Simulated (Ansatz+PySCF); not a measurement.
The numbers below are computed, except where a source is named.
Input for PySCF 2.14.0:

```python
from pyscf import gto, scf, mp

# the (T+d) and (D+d) sets load through basis_set_exchange
mol = gto.M(atom="""
Si 0.000000 0.000000 0.077790
H 0.000000 1.228930 -0.655540
H 0.000000 -1.228930 -0.655540
""", basis={'H': 'cc-pvtz', 'Si': 'cc-pv(t+d)z'}, charge=0, spin=2)
mf = scf.UHF(mol)
mf.kernel()
pt = mp.MP2(mf, frozen=5).run()
print(mf.e_tot, pt.e_corr, pt.e_tot)
```

The script is written out from the run's settings.

Results

```yaml
Converged: yes
Reference_energy: -290.02403 hartree
Correlation_energy: -0.08967 hartree
Total_energy: -290.11370 hartree
Spin_squared_of_the_determinant: 2.007
```

Caution: another spin multiplicity may lie lower.
